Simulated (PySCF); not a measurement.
## Telling isomers of C₆H₄N₄ apart by NMR

[PySCF 2.14: geometry: GFN2-xTB; σ from GIAO-PBE0/pcSseg-1; gas phase; one averaged value for each set of equivalent atoms; relativity neglected; one conformer]

Referencing at the same level of theory: 1H, 13C vs TMS. Where no couplings were computed, multiplicities follow the n + 1 count of equivalent neighbours, and m marks all less simple cases (inequivalent or close neighbours, rings, F or P nearby). Shifts are as computed. Against solution values, carbons near 30 ppm lie about +3 ppm off and those near 130 ppm about +5 ppm. Of 1211 compounds with measured shifts, 218 miss one by over three times the rms of a fit or turn the order of signals round; such compounds aren't used in these exercises.

(1) Tabulate the signals of `C#CCn1ncc(C#N)n1`, `c1cnc2nccnc2n1`, `C#CCn1cc(C#N)nn1` and their relative energies.

(2) What is the quickest way to tell C#CCn1ncc(C#N)n1 from C#CCn1cc(C#N)nn1?

(3) What is the quickest way to tell C#CCn1ncc(C#N)n1 from c1cnc2nccnc2n1?

(4) What is the quickest way to tell c1cnc2nccnc2n1 from C#CCn1cc(C#N)nn1?

Answers

(1) 
```json
{"SMILES": "C#CCn1ncc(C#N)n1", "carbon types": "3×C 2×CH 1×CH2", "δC": "146.9, 127.9, 117.1, 84.0, 81.1, 46.2", "δH": "8.03 (s, 1H), 5.28 (d, 2H), 1.96 (t, 1H)", "E rel. (kcal/mol)": "70.4"}
{"SMILES": "c1cnc2nccnc2n1", "carbon types": "2×C 4×CH", "δC": "153.6, 151.4", "δH": "9.47 (s, 4H)", "E rel. (kcal/mol)": "0.0"}
{"SMILES": "C#CCn1cc(C#N)nn1", "carbon types": "3×C 2×CH 1×CH2", "δC": "139.1, 128.5, 117.2, 84.2, 81.4, 40.8", "δH": "8.29 (s, 1H), 5.31 (d, 2H), 2.08 (t, 1H)", "E rel. (kcal/mol)": "74.9"}
```

Energies are electronic energies at PBE0/pcSseg-1 on these geometries, without zero-point or thermal terms, each for the one conformer computed, which needn't be the lowest.

(2) Both give the same number of carbon signals, with the same numbers of each carbon type, so the positions decide. The first has an aromatic CH next to a ring nitrogen at 146.9 ppm, the second an aromatic CH next to a ring nitrogen at 139.1 ppm.

(3) Count the carbon signals: 6 against 2. The first has a terminal alkyne carbon (CH) at 84.0 ppm, the second a ring-fusion aromatic carbon (C) at 151.4 ppm. Their most deshielded carbons lie at 146.9 and 153.6 ppm. In the proton spectra the most deshielded non-exchanging signals are 8.03 (s, 1H) and 9.47 (s, 4H).

(4) Count the carbon signals: 2 against 6. The first has a ring-fusion aromatic carbon (C) at 151.4 ppm, the second a terminal alkyne carbon (CH) at 84.2 ppm. Their most deshielded carbons lie at 153.6 and 139.1 ppm. In the proton spectra the most deshielded non-exchanging signals are 9.47 (s, 4H) and 8.29 (s, 1H).
